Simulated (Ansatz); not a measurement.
`CC=C1CC1` → `C=C1CC1C`  (isomerisation)

Calculated with Ansatz (gas phase, PBE0-D4/def2-TZVP geometries, no zero-point term in ΔE). CCSD(T)/CBS is the MP2 limit (def2-TZVPP, def2-QZVPP) plus CCSD(T) − MP2 in def2-TZVPP, frozen cores.

`CC=C1CC1`:

```xyz
13

C    -1.800   -0.887   -0.414
C    -0.898   -0.236    0.579
C     0.309    0.214    0.305
C     1.359    0.406   -0.689
C     1.531    0.862    0.760
H    -2.743   -0.338   -0.511
H    -1.331   -0.939   -1.398
H    -2.061   -1.904   -0.103
H    -1.272   -0.130    1.596
H     1.232    1.174   -1.446
H     1.935   -0.454   -1.018
H     2.221    0.301    1.384
H     1.518    1.929    0.956
```

`C=C1CC1C`:

Cartesian coordinates in Å:
```
C 1.064 -0.915 1.543
C 0.354 -0.074 0.823
C 0.139 1.295 0.365
C -0.732 0.139 -0.128
C -0.617 -0.342 -1.549
H 1.898 -0.576 2.147
H 0.837 -1.976 1.556
H 0.848 1.721 -0.339
H -0.303 2.014 1.048
H -1.739 0.119 0.285
H -0.935 -1.384 -1.639
H 0.419 -0.282 -1.891
H -1.234 0.260 -2.220
```

| species | MP2/def2-TZVPP energy (Eh) |
| --- | --- |
| `CC=C1CC1` | -194.82957 |
| `C=C1CC1C` | -194.82861 |

Work out ΔE.

ΔE = (-194.82861) − (-194.82957) = 0.00096 Eh = +2.5 kJ/mol. CCSD(T)/CBS gives +2.1 kJ/mol.

Largest T1 diagnostic among the species: 0.010.
